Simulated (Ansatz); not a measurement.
**AlBNH (triplet): the correlation ladder, cc-pVDZ**

The task here is to estimate one member of a computed series from the others.

Computed with Ansatz 0.2.0, Gaussian basis. Level: cc-pVDZ, core rule «outside noble gas», up to 7 orbitals frozen.

The runs, in order: UHF; CCSD(T) on ROHF; CCSD(T) on UHF; BCCD(T) on ROHF; CISD; CCSDT(Q) on ROHF; CCSDT(Q) on UHF; CASSCF and NEVPT2, 10 electrons in 10 orbitals.

31 further runs of the same task are left out: 17 that didn't finish, 14 set aside as unsound or not needed.

## The geometry

The geometry is a PBE0/def2-TZVP stationary point (not a proven minimum).

4 atoms, charge 0, spin multiplicity 3.

Atoms are counted from 1 here; the program's logs count them from 0.

Bond lengths: Al1–N3 1.778 Å, Al1–H4 1.603 Å, B2–N3 1.257 Å. Angles: N3–Al1–H4 116.9°, Al1–N3–B2 169.1°.

Set-up of the first run:

in.yaml

```yaml
crystal:
  periodic: [false, false, false]
  atoms:
    - {symbol: Al, position_ang: [0.000000, -0.112718, 1.068961]}
    - {symbol: B, position_ang: [0.000000, 0.026926, -1.950247]}
    - {symbol: N, position_ang: [0.000000, 0.108910, -0.695431]}
    - {symbol: H, position_ang: [0.000000, 1.215105, 1.966973]}
basis:
  gaussian: {orbitals: cc-pVDZ}
magnetization: {spin_polarized: true, initial_magnetization: 2}
hamiltonian: {xc: hf}
output: {orbitals: {seedname: orbitals}}
```

On the command line:

```bash
$ ansatz run in.yaml --threads 1 --pin off --events-out ev --progress --plain --max-ram 2393MiB
```

Steps of the session up to this table: UHF; CCSD(T) on ROHF; CCSD(T) on UHF; BCCD(T) on ROHF; CISD; CCSDT(Q) on ROHF; CCSDT(Q) on UHF; CASSCF and NEVPT2, 10 electrons in 10 orbitals.

One table of the session follows, with a row left open; its other results are not shown here.

It belongs to the step «Misses and costs». 

| method | from UCCSDT(Q) (meV) |
| --- | --- |
| ROHF | +7980.8 |
| UHF | +7829.9 |
| RMP2 | +882.5 |
| UMP2 | +906.6 |
| CISD | +1024.7 |
| RCCSD | +373.9 |
| UCCSD | +370.9 |
| RCCSD(T) | +57.3 |
| UCCSD(T) | +63.0 |
| BCCD(T) | +58.3 |
| RCCSDT | +30.8 |
| UCCSDT | +30.8 |
| RCCSDT(Q) | ? |
| UCCSDT(Q) | 0 |
| CASSCF frontier | +4491.8 |
| NEVPT2 frontier | +1165.1 |

Estimate the missing values for RCCSDT(Q).

As computed: from UCCSDT(Q) (meV): +4.9. In the column «from UCCSDT(Q) (meV)» it lies between UCCSDT(Q) (0) and RCCSDT (+30.8).

With the free atoms at the same levels and basis (separate runs), the atomisation energy is 10.431 eV at UCCSDT(Q), 10.401 eV at RCCSD(T), 10.393 eV at UCCSD(T), 8.027 eV at ROHF.

To keep in mind: Restricted and unrestricted rows rest on different reference determinants; where their highest levels disagree by more than a few hundredths of an eV, they describe different states and don't form one ladder.
